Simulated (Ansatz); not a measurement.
A trace of molecular dynamics of C$_{2}$H$_{3}$S (6 atoms, charge -1, multiplicity 1).

Theory: UHF/def2-SVP (Ansatz 0.2.0).

```json
{"ensemble": "NVT, Nosé–Hoover chain", "set temperature": "2000 K", "thermostat": "time constant 100 fs, chain length 3 (defaults)", "seed": "953929"}
```

```tsv
time (fs)	T (K)	potential energy less start (eV)	conserved less start (meV/atom)
0.0	2000	0.000	0.00
4.0	1230	0.404	1.01
8.0	221	0.959	6.30
12.0	1142	0.471	3.99
16.0	1403	0.334	3.12
20.0	968	0.567	3.96
24.0	467	0.847	6.84
28.0	919	0.610	5.40
32.0	1522	0.291	2.92
36.0	1160	0.489	3.09
40.0	408	0.899	5.77
44.0	936	0.627	4.83
48.0	1493	0.338	2.69
52.0	1191	0.516	4.28
56.0	1081	0.571	2.05
60.0	803	0.734	3.86
64.0	1097	0.593	4.18
68.0	1313	0.505	5.56
72.0	1089	0.630	5.11
76.0	994	0.693	5.79
80.0	840	0.787	6.57
84.0	1410	0.487	4.17
88.0	1508	0.429	2.15
92.0	629	0.903	5.35
96.0	785	0.814	4.77
100.0	1704	0.292	2.41
```

Task: Can this run be trusted? Judge the integration.

Result: The conserved energy wandered by up to 7.7 meV per atom (net 2.4 meV per atom), which is poor conservation. The schedule's set-point averaged 673 K over the second half and the system 1104 K, so it lags behind the ramp. A run of 0.1 ps of so small a system gives no equilibrium averages. Limits of this set-up: an anion without diffuse functions, the dipole of an ion depends on the origin. The time step was 1 fs.

The run took 2.6 min on 1 thread of Arm Neoverse N1, on a shared host, peak memory 0.12 GiB.
